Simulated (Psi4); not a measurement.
hydrogen fluoride, quintet, at a GFN2-xTB geometry of the parent state (a higher spin typed on purpose: for a closed-shell molecule this is an excited state); HF/3-21G run with Psi4 1.11.

Input for Psi4:
```
memory 2 GB

molecule {
0 5
  F    -0.00000000   -0.00000000   -0.09325170
  H     0.00000000    0.00000000    0.83926531
}

set basis 3-21g
set reference uhf

energy('scf')
print_variables()
```

It wrote (shortened):

```
   => Loading Basis Set <=

    Name: 3-21G
    Role: ORBITAL
    Keyword: BASIS

         ---------------------------------------------------------
                                   SCF
               by Justin Turney, Rob Parrish, Andy Simmonett
                          and Daniel G. A. Smith
                              UHF Reference
         ---------------------------------------------------------

  ==> Geometry <==

    Molecular point group: c2v
    Full point group: C_inf_v

    Geometry (in Angstrom), charge = 0, multiplicity = 5:

       Center              X                  Y                   Z               Mass
    ------------   -----------------  -----------------  -----------------  -----------------
         F            0.000000000000     0.000000000000    -0.046976070477    18.998403162730
         H            0.000000000000     0.000000000000     0.885540939523     1.007825032230

  Running in c2v symmetry.

  Rotational constants: A = ************  B =     20.25564  C =     20.25564 [cm^-1]
  Rotational constants: A = ************  B = 607248.78123  C = 607248.78123 [MHz]
  Nuclear repulsion =    5.107247208316340

  Charge       = 0
  Multiplicity = 5
  Electrons    = 10
  Nalpha       = 7
  Nbeta        = 3

  ==> Algorithm <==

  SCF Algorithm Type is DF.
  DIIS enabled.
  MOM disabled.
  Fractional occupation disabled.
  Guess Type is SAD.
  Energy threshold   = 1.00e-06
  Density threshold  = 1.00e-06
  Integral threshold = 1.00e-12

  ==> Primary Basis <==

  Basis Set: 3-21G
    Blend: 3-21G
    Number of shells: 7
    Number of basis functions: 11
    Number of Cartesian functions: 11
    Spherical Harmonics?: false
    Max angular momentum: 1

   => Loading Basis Set <=

    Name: (3-21G AUX)
    Role: JKFIT
    Keyword: DF_BASIS_SCF

  ==> Integral Setup <==

  SCF_SUBTYPE=INCORE selected. In-core MEM_DF algorithm will be used.
  Using in-core AOs.

  ==> MemDFJK: Density-Fitted J/K Matrices <==

    J tasked:                   Yes
    K tasked:                   Yes
    wK tasked:                   No
    Algorithm:                 Core
    Schwarz Cutoff:           1E-12
    Mask sparsity (%):       0.0000
    Fitting Condition:        1E-10

   => Auxiliary Basis Set <=

  Basis Set: (3-21G AUX)
    Blend: DEF2-UNIVERSAL-JKFIT
    Number of shells: 31
    Number of basis functions: 113
    Number of Cartesian functions: 113
    Spherical Harmonics?: false
    Max angular momentum: 4

  Minimum eigenvalue in the overlap matrix is 1.5852770662E-01.
  Reciprocal condition number of the overlap matrix is 6.1209521214E-02.
    Using symmetric orthogonalization.

  ==> Pre-Iterations <==

  SCF Guess: Superposition of Atomic Densities via on-the-fly atomic UHF (no occupation information).

   -------------------------
    Irrep   Nso     Nmo
   -------------------------
     A1         7       7
     A2         0       0
     B1         2       2
     B2         2       2
   -------------------------
    Total      11      11
   -------------------------

  ==> Iterations <==

                           Total Energy        Delta E     RMS |[F,P]|

   @DF-UHF iter SAD:   -99.10042073729208   -9.91004e+01   0.00000e+00
   @DF-UHF iter   1:   -97.61927821231201    1.48114e+00   9.11532e-02 ADIIS/DIIS
   @DF-UHF iter   2:   -97.76389541351776   -1.44617e-01   2.28974e-02 ADIIS/DIIS
   @DF-UHF iter   3:   -97.77107686942557   -7.18146e-03   3.27467e-03 ADIIS/DIIS
   @DF-UHF iter   4:   -97.77144977491514   -3.72905e-04   5.34890e-04 ADIIS/DIIS
   @DF-UHF iter   5:   -97.77145945540752   -9.68049e-06   8.98978e-05 DIIS
   @DF-UHF iter   6:   -97.77145970416522   -2.48758e-07   1.43080e-05 DIIS
   @DF-UHF iter   7:   -97.77145971176778   -7.60255e-09   1.79651e-06 DIIS
   @DF-UHF iter   8:   -97.77145971188577   -1.17993e-10   1.34106e-07 DIIS
  Energy and wave function converged.

  ==> Post-Iterations <==

   @Spin Contamination Metric:   2.334291223E-03
   @S^2 Expected:                6.000000000E+00
   @S^2 Observed:                6.002334291E+00
   @S   Expected:                2.000000000E+00
   @S   Observed:                2.000000000E+00

    Orbital Energies [Eh]
    ---------------------

    Alpha Occupied:

       1A1   -26.744166     2A1    -2.095623     3A1    -1.213830
       1B1    -1.204791     1B2    -1.204791     4A1    -0.167836
       5A1     0.659357

    Alpha Virtual:

       2B2     1.730335     2B1     1.730335     6A1     1.940896
       7A1     3.217252

    Beta Occupied:

       1A1   -26.625114     2A1    -1.663042     3A1    -0.985698

    Beta Virtual:

       1B1    -0.159324     1B2    -0.159324     4A1     0.450553
       5A1     1.643375     2B2     2.018322     2B1     2.018322
       6A1     2.060028     7A1     3.415052

    Final Occupation by Irrep:
             A1    A2    B1    B2
    DOCC [     3,    0,    0,    0 ]
    SOCC [     2,    0,    1,    1 ]
    NA   [     5,    0,    1,    1 ]
    NB   [     3,    0,    0,    0 ]

  @DF-UHF Final Energy:   -97.77145971188577

   => Energetics <=

    Nuclear Repulsion Energy =              5.1072472083163403
    One-Electron Energy =                -144.5118774185357324
    Two-Electron Energy =                  41.6331704983335982
    Total Energy =                        -97.7714597118857824

  UHF NO Occupations:
  HONO-2 :    5 A1 1.0000000
  HONO-1 :    1 B1 1.0000000
  HONO-0 :    1 B2 1.0000000
  LUNO+0 :    6 A1 0.0007943
  LUNO+1 :    7 A1 0.0003732
  LUNO+2 :    2 B2 0.0000000
  LUNO+3 :    2 B1 0.0000000

Computation Completed

Properties will be evaluated at   0.000000,   0.000000,   0.000000 [a0]

Properties computed using the SCF density matrix

 Multipole Moments:

 ------------------------------------------------------------------------------------
     Multipole            Electronic (a.u.)      Nuclear  (a.u.)        Total (a.u.)
 ------------------------------------------------------------------------------------

 L = 1.  Multiply by 2.5417464519 to convert [e a0] to [Debye]
 Dipole X            :          0.0000000            0.0000000            0.0000000
 Dipole Y            :          0.0000000            0.0000000            0.0000000
 Dipole Z            :         -3.0812964            0.8744827           -2.2068138
 Magnitude           :                                                    2.2068138

 ------------------------------------------------------------------------------------

  Variable Map:
  ----------------------------------------------------------------------------
  "CURRENT ENERGY"           =>     -97.771459711886
  "CURRENT REFERENCE ENERGY" =>     -97.771459711886
  "DD SOLVATION ENERGY"      =>       0.000000000000
  "HF KINETIC ENERGY"        =>     100.924050204913
  "HF POTENTIAL ENERGY"      =>    -198.695509916799
  "HF TOTAL ENERGY"          =>     -97.771459711886
  "HF VIRIAL RATIO"          =>       1.968762743007
  "NUCLEAR REPULSION ENERGY" =>       5.107247208316
  "ONE-ELECTRON ENERGY"      =>    -144.511877418536
  "PCM POLARIZATION ENERGY"  =>       0.000000000000
  "PE ENERGY"                =>       0.000000000000
  "SCF ITERATION ENERGY"     =>     -97.771459711886
  "SCF ITERATIONS"           =>       8.000000000000
  "SCF TOTAL ENERGY"         =>     -97.771459711886
  "TWO-ELECTRON ENERGY"      =>      41.633170498334

  Array Variable Map:
  ----------------------------------------------------------------------------
  "CURRENT DIPOLE"           =>       0.000000000000 ... -2.206813761823 1 by 3
  "SCF DIPOLE"               =>       0.000000000000 ... -2.206813761823 1 by 3
  "SCF TOTAL ENERGIES"       =>     -99.100420737292 ... -97.771459711886 1 by 9
```
